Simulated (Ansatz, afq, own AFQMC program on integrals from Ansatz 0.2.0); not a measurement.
Where AFQMC and coupled cluster stand for AlGeH₄, doublet

```tsv
atom	x (Å)	y (Å)	z (Å)
Ge	0.0000	-0.0052	0.7874
Al	0.0000	-0.0052	-1.8757
H	-1.1260	-0.0052	-0.5209
H	1.1260	-0.0052	-0.5209
H	0.0000	-1.4079	-2.6069
H	0.0000	1.9333	-2.8861
```

Connectivity, by distances: Ge–AlH ··· H, 2 bridging H.

Basis 6-31G. Only valence electrons are correlated. Integrals, coupled cluster, full CI and functionals: Ansatz 0.2.0; the random walks run on the same integrals in our own AFQMC program. ph-AFQMC/CISD is guided by a CISD state made of CCSD amplitudes; releasing the constraint for a short imaginary time cuts its bias at the price of noise, slowly where states lie close. Error bars are statistical, one sigma. No spin–orbit coupling.

Determinant: UHF, the one that the program's search chose, which needn't be the lowest solution. The geometry is a point of a scan.

No full CI on the walks' own integrals is used here. The released AFQMC energy serves as the reference, which it does only where one determinant dominates, the energy is flat over the last release times and near the phaseless one (40 meV or 2 meV an electron, half that with transition metals). On small molecules, where full CI could be run and the noise was under 10 meV, such values lay within 10 meV of it in 19 cases of 20, a flattering rate, since the rule was set on those same cases; what remains of the bias isn't in the error bar.

Cautions: no relativity below Rb; no spin-orbit coupling; inner d shell frozen; the released value is read at 2.40 1/Eh (meV from the phaseless value at times in 1/Eh: 6 ± 10 at 0.24, 2 ± 8 at 0.51, 8 ± 6 at 0.99, 17 ± 7 at 1.62, 13 ± 8 at 2.40).

```
T1 diagnostic                               : 0.0213
weight of the determinant in the CISD state : 0.881
⟨S²⟩ of the determinant                     : 0.777
size of the correlated space                : 11 electrons in 31 orbitals
```

```
  level  correlation energy (eV)
    MP2                  -2.4438
   CCSD                  -3.3993
CCSD(T)                  -3.4760
```

(1) Estimate where phaseless AFQMC with a CISD trial lies against CCSD(T) on the same integrals.

(1) 4.2 ± 1.2 kJ/mol below CCSD(T).

Reference: AFQMC with the constraint released, correlation energy -3.506 ± 0.008 eV.

```json
{"level": "CCSD(T)", "E − E(reference) (kJ/mol)": "2.9 ± 0.7", "share of correlation (%)": "99.13"}
{"level": "ph-AFQMC/CISD", "E − E(reference) (kJ/mol)": "-1.3 ± 1.4", "share of correlation (%)": "100.38"}
```

A walk keeps the symmetry of its determinant, which the program's search chose and which needn't be the lowest solution, so a lower state of the same spin and another symmetry isn't excluded. Released energies are given only where the last usable release times agree within the noise; a slower fall can still hide under it.
